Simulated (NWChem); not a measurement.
## Dipole moment of ClNa

SMILES: [Na][Cl]
```xyz
2

Na     0.0000     0.0000    -1.4209
Cl     0.0000     0.0000     0.9194
```
Charge 0, spin multiplicity 1.

The numbers come from NWChem runs, not from measurements. The geometry was optimised at B3LYP/def2-SVP, a minimum by its harmonic frequencies.

Basis set: Sadlej pVTZ. The CCSD dipole comes from the Λ equations, without orbital relaxation.

The correlated methods keep 6 core orbitals frozen. B3LYP has NWChem's definition, with VWN1-RPA local correlation. The structure started from a generated list of species. Coupled-cluster values serve here as a point of comparison, not as the truth.

Task: For the dipole moment, HF gives 9.19 D and BHandHLYP gives 8.88 D. What do PBE, CCSD, B3LYP give?

Result: PBE: 8.46 D; CCSD: 8.99 D; B3LYP: 8.65 D.
